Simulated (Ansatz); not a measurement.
# BS⁺, triplet: vertical spin and charge gaps

Geometry (PBE0/def2-TZVP stationary point for this spin):

```yaml
atoms:
  - { symbol: B, position_ang: [0.0000, 0.0000, 0.0000] }
  - { symbol: S, position_ang: [0.0000, 0.0000, 1.7033] }
```

Basis 6-31G; Ansatz 0.2.0. Correlated methods freeze the noble-gas cores. Prefix R: restricted or restricted open-shell reference; prefix U: unrestricted. Active spaces: valence = (8e, 8o) chosen from the atoms' valence shells.

Gaps are energies of the second state less the first, at fixed atoms, for a selection of the levels run; each method lands on the state that its own search finds for that charge and spin.

For open shells CISD and CISDTQ are restricted-active-space CI with the open shells as a complete middle space.

Singlet less triplet: 0.050 eV at full CI (triplet B2, singlet A1, in C2v).

```tsv
level	gap (eV)	error (meV)
RHF	1.902	1852
RMP2	-0.060	-110
CISD	0.478	428
RCCSD	0.272	222
RCCSD(T)	0.075	25
BCCD(T)	0.051	1
RCCSDT	0.043	-7
CISDTQ	0.108	58
RCCSDT(Q)	0.043	-7
RCCSDTQ	0.045	-5
CASSCF (valence space)	0.005	-45
NEVPT2 (valence space)	0.038	-12
MRCISD (valence space)	0.048	-2
MRCISD+Q (valence space)	0.050	0
```

Wrong sign: RMP2.

PBE gives 4.385 eV for quintet less triplet. Estimate what full CI gives in 6-31G.

Full CI in 6-31G gives 3.970 eV, so against it PBE is off by 0.415 eV.

```csv
level,gap (eV),error (meV)
RHF,2.768,-1202
UHF,2.757,-1213
RMP2,3.705,-265
UMP2,3.706,-264
CISD,3.821,-149
RCCSD,3.850,-120
UCCSD,3.851,-119
RCCSD(T),3.949,-21
UCCSD(T),3.948,-22
BCCD(T),3.944,-26
RCCSDT,3.976,6
UCCSDT,3.976,6
CISDTQ,3.965,-5
RCCSDT(Q),3.969,-1
UCCSDT(Q),3.975,5
RCCSDTQ,3.972,2
UCCSDTQ,3.971,1
CASSCF (valence space),3.966,-4
NEVPT2 (valence space),3.966,-4
MRCISD (valence space),3.970,0
MRCISD+Q (valence space),3.970,0
BLYP,4.540,570
r2SCAN,4.151,181
PBE0,4.088,118
B3LYP,4.315,345
wB97M-V,4.364,394
B2PLYP,4.152,182
RPA-PBE,3.997,27
```

In so small a basis the reference is far from its limit while semilocal and hybrid functionals are nearer theirs (RPA and double hybrids share much of the reference's basis error), so the functionals' errors here hold much of the reference's basis and frozen-core error, which can add to them or hide them.

Full CI is exact within this basis and frozen core; it isn't the basis-set limit. The frozen core follows each run's orbitals, which can shift R against U totals by a few meV.
